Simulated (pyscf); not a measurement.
PySCF, gas phase, ωB97X-D3(BJ)/def2-SVP geometries.

Q: For the elementary gas-phase step HO–AsH–GeH₃ + H₂ → H₃Ge–AsH₂ + H₂O (singlet surface; As–O, H–H broken, As–H, H–O formed), what barrier and reaction energy does ωB97M-D3(BJ)/def2-TZVP give, measured from the separated reactants?

A: ΔE‡ = 2.00 eV, ΔE = -0.60 eV. Zero-point energy shifts the barrier by +0.09 eV. It is a four-centre exchange, with an imaginary mode of 1265i cm⁻¹. At the saddle there is also a short As–H contact that neither side keeps. One saddle was located; it need not be the lowest between these sides. Elements up to Kr have no core potential and no relativistic terms here.
